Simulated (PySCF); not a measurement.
Species: C3H4FN.
Atom-mapped SMILES: `[H]/[N:1]=[CH:2]\[CH:3]=[CH:4]\[F:5]`

A calculation gives these core lines: C 1s: 291.32 (area 1), 292.36 (area 1), 293.43 (area 1) eV; N 1s: 404.42 eV; F 1s: 693.73 eV.

Theory: delta-SCF UKS SCAN, pcX-2 on the ionised atom, pcseg-1 elsewhere, spin-free X2C in PySCF. Isolated species at its PBE0-D3(BJ)/def2-SVP geometry (one conformer only).

Which carbon gives which C 1s line?

291.32 eV: C3 (alkene CH carbon); 292.36 eV: C2 (imine carbon); 293.43 eV: C4 (vinylic C–F carbon). The listed C 1s values span 2.11 eV, from C3 (bonded to C (double bond), C and H) to C4 (bonded to F, C (double bond) and H). The widest gap between neighbouring values is 1.07 eV, between 292.36 and 293.43 eV.

Bonded neighbours of each site: N1: C (double bond) and H; C2: N (double bond), C and H; C3: C (double bond), C and H; C4: F, C (double bond) and H; F5: C.

Which photon energy gives electrons from F 1s of F5 a kinetic energy of 50 eV, and what is their de Broglie wavelength?

hν = 693.73 + 50 = 743.73 eV, recoil neglected; λ = 12.264 Å/√(E/eV) = 1.73 Å.

The unrestricted hole states depart most from a pure doublet (⟨S²⟩ = 0.75; over 0.85 named) for C 1s of C2 (0.89) and C 1s of C4 (0.87), which makes these values less certain.

Shape of the structure used: `[H]/[N:1]=[CH:2]\[CH:3]=[CH:4]\[F:5]`: N1–C2–C3–C4 180°.
